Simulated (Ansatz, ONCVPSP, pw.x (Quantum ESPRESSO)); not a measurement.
## pw.x on diamond Si: one setting changed

Potential: optimised norm-conserving Vanderbilt (ONCV), ONCVPSP 4.0.1.1 (patched build), PBE; core [Ne], reference 3s1 3p3; waves: 3s: rc 1.62 bohr, ncon 4, nbas 8, qcut 4.5 1/bohr, 2 projectors, debl 0.7 Ha; 3p: rc 2.36 bohr, ncon 4, nbas 7, qcut 3.9 1/bohr, 3 projectors, debl 3 Ha; d scattering state at 0.17 Ha: rc 2.04 bohr, ncon 5, nbas 8, qcut 4.4 1/bohr, 2 projectors, debl 2.4 Ha; local part: polynomial inside 1.56 bohr (lpopt 5, dvloc0 1 Ha); core correction: Teter function, fcfact 3.75, rcfact 1.2.

The reference run (k-mesh 8³, cutoffs 50/200 Ry, Fermi–Dirac 0.01 Ry, mixing_beta 0.4, conv_thr 1e-9, no spin) gives 0.09 GPa at 20.463 Å³/atom, where all-electron LAPW gives -0.05 GPa. This run, with its own iteration cap, changes conv_thr to 1e-06.

```
&control
  calculation='scf', prefix='x', pseudo_dir='./', outdir='./tmp', tstress=.true., disk_io='none'
/
&system
  ibrav=0, nat=2, ntyp=1, ecutwfc=50, ecutrho=200, nbnd=11,
  occupations='smearing', smearing='fd', degauss=0.01
/
&electrons
  conv_thr=1e-06, mixing_beta=0.4, electron_maxstep=60
/
ATOMIC_SPECIES
Si 1.0 Si.UPF
CELL_PARAMETERS angstrom
  0.00000000 2.73520428 2.73520428
  2.73520428 0.00000000 2.73520428
  2.73520428 2.73520428 0.00000000
ATOMIC_POSITIONS crystal
Si 0.0000 0.0000 0.0000
Si 0.2500 0.2500 0.2500
K_POINTS automatic
8 8 8 0 0 0
```

```bash
pw.x < Si.scf.in > Si.scf.out
```

How does the run end?

It converges in 5 iterations; the free energy moves by +0.0 meV/atom and the pressure by +0.00 GPa. The result is that of the reference run.

```
Message from routine setup:
     using ibrav=0 with symmetry is DISCOURAGED, use correct ibrav instead
     lattice parameter (alat)  =       7.3098  a.u.
     unit-cell volume          =     276.1823 (a.u.)^3
     number of electrons       =         8.00
     number of Kohn-Sham states=           11
     kinetic-energy cutoff     =      50.0000  Ry
     charge density cutoff     =     200.0000  Ry
     scf convergence threshold =      1.0E-06
     Exchange-correlation= PBE
     number of k points=    29  Fermi-Dirac smearing, width (Ry)=  0.0100
     iteration #  1     ecut=    50.00 Ry     beta= 0.40
     total energy              =     -16.51179775 Ry
     estimated scf accuracy    <       0.10381934 Ry
     iteration #  2     ecut=    50.00 Ry     beta= 0.40
     total energy              =     -16.50542510 Ry
     estimated scf accuracy    <       0.02569094 Ry
     iteration #  3     ecut=    50.00 Ry     beta= 0.40
     total energy              =     -16.50746139 Ry
     estimated scf accuracy    <       0.00019677 Ry
     iteration #  4     ecut=    50.00 Ry     beta= 0.40
     c_bands:  1 eigenvalues not converged
     total energy              =     -16.50749830 Ry
     estimated scf accuracy    <       0.00001093 Ry
     iteration #  5     ecut=    50.00 Ry     beta= 0.40
     the Fermi energy is     6.2801 ev
!    total energy              =     -16.50749943 Ry
     estimated scf accuracy    <       0.00000026 Ry
     smearing contrib. (-TS)   =      -0.00028413 Ry
     The total energy is F=E-TS. E is the sum of the following terms:
     one-electron contribution =       4.72283030 Ry
     hartree contribution      =       1.11625603 Ry
     xc contribution           =      -5.67144752 Ry
     ewald contribution        =     -16.67485410 Ry
     convergence has been achieved in   5 iterations
          total   stress  (Ry/bohr**3)                   (kbar)     P=        0.92
     Message from routine punch:
     Nothing written, as per user request (disk_io='none')
```

The run took about 11 s on one core of a shared host (Neoverse-N1, 64 threads, 124 GiB, load 51).
